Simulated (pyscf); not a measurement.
Elementary routes open to HO–B(Cl)–Cl + hydrogen (H₂) in the gas phase (singlet surface):
A. HO–BH–Cl + hydrogen chloride (HCl) (B–Cl, H–H broken; B–H, Cl–H formed)
B. Cl–BH–Cl + water (H₂O) (B–O, H–H broken; B–H, H–O formed)

Structures and frequencies: ωB97X-D3(BJ)/def2-SVP in PySCF.

Rank the routes by free-energy barrier at 298 K, lowest first, for ωB97M-D3(BJ)/def2-TZVP energies (ideal gas, 1 atm, RRHO with modes under 100 cm⁻¹ raised to 100, one conformer, R ln 2 for chiral ones without a mode under 150 cm⁻¹).

A (2.27 eV), B (2.42 eV)

Route A is the fastest of these, ahead of the next by 0.15 eV. The most stable products are those of A (ΔG = +0.57 eV), so kinetics and thermodynamics agree. At 1200 K A is still the fastest. B: On the product side the descent ends in an adduct with a B–O contact, 0.52 eV under the separated species and 1.32 eV under the saddle at ωB97X-D3(BJ)/def2-TZVP. Only these routes are compared; each barrier is that of the saddle found, and lower ones may exist.
